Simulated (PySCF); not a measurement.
Consider acetylene, `C#C` (C2H2). Numbering: `[CH:1]#[CH:2]`

These are calculated values, PBE0-D3(BJ)/ma-def2-TZVP in PySCF (grid level 2) at geometries from PBE0-D3(BJ)/ma-def2-SVP. Thermal corrections: PBE0-D3(BJ)/ma-def2-SVP frequencies, unscaled, ideal gas at 298.15 K and 1 bar, quasi-RRHO entropy.

**Question.** What are the vertical and the adiabatic ionisation energy for forming the radical cation?

**Answer.** 11.22 eV vertical and 11.14 eV adiabatic, the latter with zero-point energy.

**Question.** Where does the unpaired spin of the relaxed radical cation sit?

**Answer.** C2 (alkyne carbon) 0.52, C1 (alkyne carbon) 0.52 (intrinsic atomic orbital populations).

**Question.** What oxidation potential follows in DMF (IEF-PCM), given that Fc+/Fc comes at 4.40 V absolute with this functional and basis?

**Answer.** In the gas phase ΔG of oxidation is 11.103 eV, and solvation is -14.8 kJ/mol for the parent and -293.6 kJ/mol for the product, so the absolute potential is 8.21 V, or 3.81 V against Fc+/Fc. Fc+/Fc in DMF, 4.40 V, is PBE0-D3(BJ)/ma-def2-TZVP on PBE0-D3(BJ)/def2-SVP structures with GFN2-xTB thermal terms. Benchmark calculations put it near 5.0 V in acetonitrile and DMSO, so it is about 0.6 V low, and the value against it can read up to that much too high. The solvent is electrostatics only, on gas-phase structures; the absolute scale refers to an electron at rest in vacuum.

**Question.** How far is −ε(HOMO) from the vertical value by ΔSCF?

**Answer.** −ε(HOMO) = 8.39 eV, which is 2.83 eV below the ΔSCF value.
